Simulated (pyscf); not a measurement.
One four-centre exchange on the singlet surface with elements of a group swapped. ωB97M-D3(BJ)/def2-TZVP, eV, from the separated reactants. Single points on ωB97X-D3(BJ)/def2-SVP structures (PySCF, gas phase).

```json
[
 {"step": "H₂O + H₂N–Al(Cl)–Cl → HO–Al(Cl)–Cl + NH₃", "barrier": "(withheld)", "reaction energy": "(withheld)", "imaginary mode (i cm⁻¹)": "873"},
 {"step": "H₂O + H₂N–Ga(F)–F -> HO–Ga(F)–F + NH₃", "barrier": "-0.56", "reaction energy": "-0.12", "imaginary mode (i cm⁻¹)": "1103"}
]
```

Question: Some entries are withheld; supply them.

Answer: 
- H₂O + H₂N–Al(Cl)–Cl → HO–Al(Cl)–Cl + NH₃, barrier: -0.85
- H₂O + H₂N–Al(Cl)–Cl → HO–Al(Cl)–Cl + NH₃, reaction energy: -0.42

Row 1: On the reactant side the descent ends in an adduct with a Al–O contact, 1.10 eV under the separated species and 0.20 eV under the saddle at ωB97X-D3(BJ)/def2-TZVP. On the product side the descent ends in an adduct with a Al–N contact, 1.71 eV under the separated species and 1.21 eV under the saddle at ωB97X-D3(BJ)/def2-TZVP. Row 2: On the reactant side the descent ends in an adduct with a Ga–O contact, 0.94 eV under the separated species and 0.33 eV under the saddle at ωB97X-D3(BJ)/def2-TZVP. On the product side the descent ends in an adduct with a Ga–N contact, 1.58 eV under the separated species and 1.07 eV under the saddle at ωB97X-D3(BJ)/def2-TZVP. Each row is the saddle that its search found. Elements up to Kr have no core potential and no relativistic terms here.
